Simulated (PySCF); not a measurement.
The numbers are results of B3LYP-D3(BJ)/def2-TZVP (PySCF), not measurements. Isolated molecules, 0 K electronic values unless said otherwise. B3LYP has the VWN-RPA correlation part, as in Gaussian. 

Reference species (SMILES): `C[C]F` (excited triplet) (neutral, multiplicity 3).

* **highest occupied spin orbital**: -5.37 eV

Changed species: `C[C]C` (near-degenerate triplet) (X = methyl, multiplicity 3; the reference has X = fluoro, multiplicity 3).

Question: Predict the effect on the highest occupied spin orbital.

Answer: the highest occupied spin orbital goes up by 0.32 eV, to -5.05 eV.
